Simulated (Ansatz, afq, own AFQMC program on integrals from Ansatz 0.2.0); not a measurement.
Where AFQMC and coupled cluster stand for CHSi, quartet

| atom | x (Å) | y (Å) | z (Å) |
| --- | --- | --- | --- |
| Si | 0.0000 | -0.0876 | 0.5770 |
| C | 0.0000 | 0.0867 | -1.4264 |
| H | 0.0000 | 1.4066 | 0.9183 |

Connectivity, by distances: SiH–C.

Basis cc-pVDZ. Only valence electrons are correlated. AFQMC by an in-house program on the Cholesky factors that Ansatz 0.2.0 writes for its CCSD(T) run. ph-AFQMC/CISD is guided by a CISD state made of CCSD amplitudes; releasing the constraint for a short imaginary time cuts its bias at the price of noise, slowly where states lie close. ± is one standard error of the sampling.

Determinant: UHF, the one that the program's search chose, which needn't be the lowest solution. The geometry is a point of a scan.

No full CI on the walks' own integrals is used here; CCSDT(Q) serves as the reference and is uncertain by about the last step of the cluster series.

Cautions: lower spins were not checked; higher spins were not checked; an unrestricted solution with more broken spin lies lower (25 meV, ⟨S²⟩ 3.94); raised T1 diagnostic (T1 0.047, weight of the determinant 0.84, largest double 0.09); the released energies are still falling, so no released level is given (meV from the phaseless value at times in 1/Eh: -10 ± 10 at 0.24, 0 ± 10 at 0.51, -5 ± 11 at 0.99, -5 ± 13 at 1.62, -30 ± 13 at 2.40), though the last usable value meets CCSDT(Q) within the noise.

- T1 diagnostic: 0.0468
- weight of the determinant in the CISD state: 0.843
- ⟨S²⟩ of the determinant: 3.767
- size of the correlated space: 9 electrons in 31 orbitals

```tsv
level	correlation energy (eV)
MP2	-3.7853
CCSD	-4.8887
CCSD(T)	-5.0622
```

(1) Estimate where phaseless AFQMC with a CISD trial lies against CCSD(T) on the same integrals.

(1) 2.24 ± 0.35 mEh below CCSD(T).

Reference: CCSDT(Q), correlation energy -5.136 eV.

```
        level  E − E(reference) (mEh)  share of correlation (%)
      CCSD(T)                    2.71                     98.56
        CCSDT                    0.52                     99.73
ph-AFQMC/CISD             0.48 ± 0.35                     99.75
```

A walk keeps the symmetry of its determinant, which the program's search chose and which needn't be the lowest solution, so a lower state of the same spin and another symmetry isn't excluded.
